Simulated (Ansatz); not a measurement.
input.yaml

```yaml
crystal:
  periodic: [false, false, false]
  atoms:
    - { symbol: Si, position_ang: [-0.1752, -0.8697, 0.1949] }
    - { symbol: F, position_ang: [1.6728, -0.6597, -0.5491] }
    - { symbol: H, position_ang: [-0.211, -2.0181, -0.6961] }
    - { symbol: H, position_ang: [-1.111, -1.2875, 1.264] }
    - { symbol: Si, position_ang: [-0.6824, 1.2768, -0.467] }
    - { symbol: H, position_ang: [1.7633, -0.8229, 0.6457] }
    - { symbol: H, position_ang: [1.2166, -0.9428, 1.4495] }
    - { symbol: H, position_ang: [-0.1943, 2.2806, 0.4847] }
    - { symbol: H, position_ang: [-0.1398, 1.6251, -1.7796] }
    - { symbol: H, position_ang: [-2.139, 1.4181, -0.5469] }
magnetization:
  spin_polarized: true
basis:
  gaussian: { orbitals: STO-3G }
hamiltonian:
  xc: blyp
  dispersion: d4
md:
  timestep: 0.5
  n_steps: 150
  ensemble: nve
  temperature: 1000.0
  initial_velocities: maxwell_boltzmann
  seed: 41777
```

Run as:

```bash
$ ansatz run input.yaml --threads 1 --pin off --max-ram 2048MiB --backend cpu --events-out ev --progress --plain --runs-dir out
```

Hardware: 1 thread of Arm Neoverse N1 (shared host).

Question: Roughly how long does this run take, and how much memory?

Answer: 7.7 min, with a peak of 0.11 GiB, for 151 ionic steps.
